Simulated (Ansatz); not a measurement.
For pyrite PtSb₂, r²SCAN (Ansatz, an electronic-structure program, PAW) gives:

```
Property                                                           Result
---------------------------------------------------------  --------------
equilibrium lattice constant a                                    6.504 Å
band gap at the measured cell (atoms relaxed with PBEsol)         0.01 eV
formation enthalpy                                         -0.530 eV/atom
```

Problem. What does HSE06 in Ansatz (plane waves, PAW) give for the same quantities?

Solution. 
- lattice constant a: 6.465 Å (falls by 0.6 %)
- band gap at the measured cell (atoms relaxed with PBEsol): 0.10 eV (goes up by 0.09 eV)
- formation enthalpy: -0.625 eV/atom (moves by -0.095 eV/atom)

For comparison: lattice constant a 6.44 Å (measured, temperature not stated, no zero-point or thermal correction; as tabulated in Saeed et al. (2013), arXiv:1402.4256); band gap 0.11 eV (measured, low temperature, no zero-point or thermal correction; as tabulated in Saeed et al. (2013), arXiv:1402.4256).

Changes are worked out from the printed values.

Unless a cell is named, each level is at its own relaxed cell (r²SCAN 22.93, HSE06 22.51 Å³/atom).

Levels without +SOC leave out spin–orbit coupling, which shifts energies and cells of such heavy elements.

Spin–orbit coupling is included only where a level's name says +SOC; with heavier elements it mostly lowers gaps and can invert bands. Density-functional gaps are differences of (generalised) Kohn–Sham levels.

Ansatz's density-functional and Hartree–Fock values are scalar-relativistic unless marked +SOC, with PAW data made under PBE.
